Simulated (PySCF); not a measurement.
Chlorine: highly charged ions in a basis for the neutral atom

Cl⁸⁺ [He] 2s2 2p5, Cl⁹⁺ [He] 2s2 2p4. All numbers are calculated (PySCF 2.14, scalar relativity by spin-free X2C-1e, in x2c-TZVPall (5s5p2d1f, 37 functions)). No spin-orbit coupling, so a gap to NIST mixes the basis error with missing relativistic terms.

Changed run: basis of the neutral atom used for a highly charged ion. This setting is unsound on purpose.

| species | method | sound run (hartree) | changed run (hartree) | converged |
| --- | --- | --- | --- | --- |
| Cl⁸⁺ | UHF | not run | -433.37092 | yes |
| Cl⁸⁺ | M06-2X | not run | -433.73680 | yes |
| Cl⁸⁺ | PBE | not run | -433.54228 | yes |
| Cl⁹⁺ | UHF | not run | -418.67540 | yes |
| Cl⁹⁺ | M06-2X | not run | -418.98245 | yes |
| Cl⁹⁺ | PBE | not run | -418.79172 | yes |

Ionisation energy of Cl⁸⁺:

| method | changed run (eV) | NIST (eV) |
| --- | --- | --- |
| UHF | 399.89 | 400.85 |
| M06-2X | 401.49 | 400.85 |
| PBE | 401.38 | 400.85 |

The contracted functions were made for the neutral atom and can be too rigid for a highly charged ion.
